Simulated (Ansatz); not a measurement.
A geometry relaxed with B3LYP-D3(BJ)/def2-TZVP (Ansatz, an electronic-structure program), charge 0, multiplicity 1:

```xyz
12

H      1.9510     0.4883    -1.3474
H      2.8773    -0.5305    -0.1180
C      0.8890    -0.0486     0.3905
H      0.9388    -0.5854     1.3356
C     -0.4239     0.6023     0.0819
H     -0.6435     1.3499     0.8524
H     -1.4134    -1.1408    -0.7608
H     -0.3510     1.1410    -0.8664
H     -2.5273     0.0997    -0.1708
H     -1.6759    -0.9416     0.9718
C      1.9578    -0.0311    -0.3953
C     -1.5789    -0.4031     0.0264
```

Question: Write the SMILES of this molecule.

Answer: `C=CCC`
